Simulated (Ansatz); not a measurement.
Stepwise reaction of `F[Si]F` with ammonia, as a gas-phase model of exchange steps in deposition or etching. ΔE in kJ/mol; ΔG adds harmonic PBE0-D4 terms to CCSD(T)/CBS, at 1 bar.

Gas-phase electronic energies from Ansatz, PBE0-D4/def2-TZVP geometries. CCSD(T)/CBS is the MP2 limit (def2-TZVPP, def2-QZVPP) plus CCSD(T) − MP2 in def2-TZVPP, frozen cores. This one scheme is used for every species. Functionals use def2-TZVPP. B3LYP here is the variant with VWN-RPA as its local correlation; programs differ in this. Each species was taken in one conformer, which may not be the lowest.

```csv
step,reaction,PBE-D4,B3LYP-D4,ωB97M-V,CCSD(T)/CBS,ΔG(600 K)
1,`F[Si]F` + NH₃ → `N[Si]F` + H–F,68.6,73.9,76.1,70.6,70.1
```

Give the row of step 2, `N[Si]F` + NH₃ → `N[Si]N` + H–F. (Best estimate.)

Computed: 
```
step                         reaction  PBE-D4  B3LYP-D4  ωB97M-V  CCSD(T)/CBS  ΔG(600 K)
   2  `N[Si]F` + NH₃ → `N[Si]N` + H–F    78.1      83.8     84.9         78.7       82.8
```

By hand: ΔE of the 2 steps together at CCSD(T)/CBS.

(70.6) + (78.7) = 149.3 kJ/mol, or 74.7 kJ/mol a step.

In ΔE each step is higher than the one before. All are uphill at CCSD(T)/CBS. ΔG lies between 70.1 and 82.8 kJ/mol a step. PBE-D4 differs from CCSD(T)/CBS by -2.0 to -0.6 kJ/mol a step. Isolated molecules leave out the surface, adducts and barriers. Largest T1 diagnostic: 0.015.
